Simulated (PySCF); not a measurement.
## Splitting trees

Molfile (atoms numbered from 1):
```
C6H8
     RDKit          3D

 14 16  0  0  0  0  0  0  0  0999 V2000
    0.8408    0.6391    0.8917 C   0  0  0  0  0  0  0  0  0  0  0  0
    0.6545   -0.7428    0.2314 C   0  0  1  0  0  0  0  0  0  0  0  0
   -0.8574   -1.0236    0.3574 C   0  0  0  0  0  0  0  0  0  0  0  0
   -1.0433    0.1392   -0.6001 C   0  0  1  0  0  0  0  0  0  0  0  0
    0.0216    1.1821   -0.2648 C   0  0  2  0  0  0  0  0  0  0  0  0
    0.3571   -0.0033   -1.1244 C   0  0  1  0  0  0  0  0  0  0  0  0
    0.4710    0.7654    1.9245 H   0  0  0  0  0  0  0  0  0  0  0  0
    1.8858    0.9777    0.8275 H   0  0  0  0  0  0  0  0  0  0  0  0
    1.3885   -1.5430    0.3892 H   0  0  0  0  0  0  0  0  0  0  0  0
   -1.3039   -0.9718    1.3661 H   0  0  0  0  0  0  0  0  0  0  0  0
   -1.1308   -1.9760   -0.1211 H   0  0  0  0  0  0  0  0  0  0  0  0
   -1.9382    0.4192   -1.1600 H   0  0  0  0  0  0  0  0  0  0  0  0
   -0.0988    2.2205   -0.5809 H   0  0  0  0  0  0  0  0  0  0  0  0
    0.7532   -0.0826   -2.1366 H   0  0  0  0  0  0  0  0  0  0  0  0
  1  2  1  0
  2  3  1  0
  3  4  1  0
  4  5  1  0
  5  6  1  0
  5  1  1  0
  6  2  1  0
  6  4  1  0
  1  7  1  0
  1  8  1  0
  2  9  1  6
  3 10  1  0
  3 11  1  0
  4 12  1  6
  5 13  1  6
  6 14  1  6
M  END
```

Calculated, not measured (PySCF): geometry from PBE0-D3(BJ)/def2-SVP, shielding tensors at KT3/pcSseg-2 (GIAO), spin–spin couplings from B3LYP/pcJ-1 (without the spin–dipole term). Isolated molecule, equivalent nuclei averaged, no relativistic terms, one conformer.

Scale: ¹H (31.35 ppm) and ¹³C (181.31 ppm) against TMS (reference shieldings calculated alike).

Spectrometer: 400 MHz for ¹H. First-order analysis; couplings under 1 Hz (under 4 Hz in carbon signals) are ignored, and nearly equal couplings are merged; the smaller ones broaden or split the lines further.

Task: What pattern does H14 show (¹H)?

Result: A triplet of triplets of doublets at δ 2.94: 4.1 Hz to H12/H13 (2 × ¹H, 3 bonds away), 2.9 Hz to H7/H10 (2 × ¹H, 4 bonds away), 1.1 Hz to H9 (1 × ¹H, 3 bonds away). Lines in Hz from the centre (relative intensity): +7.5 (1), +6.5 (1), +4.7 (2), +3.5 (2), +3.5 (2), +2.4 (2), +1.8 (1), +0.7 (1), +0.6 (4), -0.6 (4), -0.7 (1), -1.8 (1), -2.4 (2), -3.5 (2), -3.5 (2), -4.7 (2), -6.5 (1), -7.5 (1). The outer lines are 15.1 Hz apart, the sum of the couplings kept, or 0.038 ppm at this field.

Task: What pattern does H9 show (¹H)?

Result: A quintet of doublets at δ 2.39: 4.9 Hz to H8/H11 and H12/H13 (4 × ¹H, 3 or 4 bonds away), 1.1 Hz to H14 (1 × ¹H, 3 bonds away). Lines in Hz from the centre (relative intensity): +10.3 (1), +9.2 (1), +5.5 (4), +4.3 (4), +0.6 (6), -0.6 (6), -4.3 (4), -5.5 (4), -9.2 (1), -10.3 (1). The outer lines are 20.7 Hz apart, the sum of the couplings kept, or 0.052 ppm at this field.

Task: What pattern does H7/H10 show (¹H)?

Result: A doublet of doublets at δ 1.84: 7.9 Hz to H8/H11 (1 × ¹H, 2 bonds away), 2.9 Hz to H14 (1 × ¹H, 4 bonds away). Lines in Hz from the centre (relative intensity): +5.4 (1), +2.5 (1), -2.5 (1), -5.4 (1). The outer lines are 10.8 Hz apart, the sum of the couplings kept, or 0.027 ppm at this field.

Task: What pattern does C6 show in the proton-coupled ¹³C spectrum?

Result: A doublet of triplets of triplets at δ 38.0: 199.9 Hz to H14 (1 × ¹H, 1 bond away), 17.0 Hz to H7/H10 (2 × ¹H, 3 bonds away), 4.2 Hz to H8/H11 (2 × ¹H, 3 bonds away). Lines in Hz from the centre (relative intensity): +121.2 (1), +117.0 (2), +112.8 (1), +104.2 (2), +100.0 (4), +95.8 (2), +87.2 (1), +83.0 (2), +78.8 (1), -78.8 (1), -83.0 (2), -87.2 (1), -95.8 (2), -100.0 (4), -104.2 (2), -112.8 (1), -117.0 (2), -121.2 (1). The outer lines are 242.3 Hz apart, the sum of the couplings kept, or 2.409 ppm at this field.

Unscaled 3J(H,H) at this level run about 10 % above measured values.
